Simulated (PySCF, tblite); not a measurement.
**C2H6Si (triplet), a cluster model of a defect: EPR parameters**

Wanted: the EPR parameters for `[CH]C[SiH3]`. It is drawn as: twofold C.

Programs: tblite 0.8.0 and PySCF 2.14.0. All values are calculated, for the isolated system unless a continuum is named. Atoms count from 0, parts from 1.

## (1) The system as given

9 atoms, charge 0, multiplicity 3; geometry: distance geometry start.

## (2) Relaxing the cluster with GFN2-xTB

The job: settings as JSON, then the geometry in Å.

```
{"job": {"kind": "relax", "xc": "GFN2-xTB", "basis": "xTB"}, "charge": 0, "multiplicity": 3}
C      1.842541     0.973200     0.682187
C      0.835954     0.306457    -0.156568
Si    -0.354898     1.532941    -0.786534
H      2.448580     1.596283     1.221905
H      0.314533    -0.401937     0.417371
H      1.317543    -0.187071    -0.945944
H     -1.501444     1.603923     0.066546
H     -0.794828     1.143408    -2.100337
H      0.272780     2.834761    -0.863720
```

Level: GFN2-xTB geometry optimisation, gas phase.

Started as:

```bash
OMP_NUM_THREADS=1 python cluster_run.py task.json out
```

One launch serves the whole session: the jobs run in the order shown.

**Question.** The jobs that follow are: PBE0-D3(BJ)/def2-SVP geometry optimisation, gas phase; UKS B3LYP, IGLO-III on C Si, pcH-1 on H, non-relativistic, mean-field spin-orbit, GIAO; UKS BHandHLYP, IGLO-III on C Si, pcH-1 on H, non-relativistic, mean-field spin-orbit, GIAO. Predict: point group; rotational constants (main isotopes); D, E (B3LYP); g(iso) (B3LYP); ⟨S²⟩; largest a(iso).

The runs gave:

```
                            quantity                  value
                         point group                     C1
rotational constants (main isotopes)  25.37, 5.63, 5.05 GHz
                        D, E (B3LYP)      0.696, 0.046 cm⁻¹
                      g(iso) (B3LYP)                2.00236
                                ⟨S²⟩     2.007 (exact 2.00)
                      largest a(iso)   13C on C0, 229.5 MHz
```

In words: Over 4 steps the energy fell by 0.108 eV; of the close pairs, Si2–H7 changed most, 1.441 to 1.497 Å (PBE0/def2-SVP). C0 carries the largest spin population, 1.92 e. The isotropic g lies 0.0 ppt above the free-electron value. The coupling of 13C on C0 runs from 229.5 (B3LYP/IGLO-III+pcH-1) to 256.6 MHz (BHandHLYP/IGLO-III+pcH-1). The triplet was assumed; the singlet may lie lower.
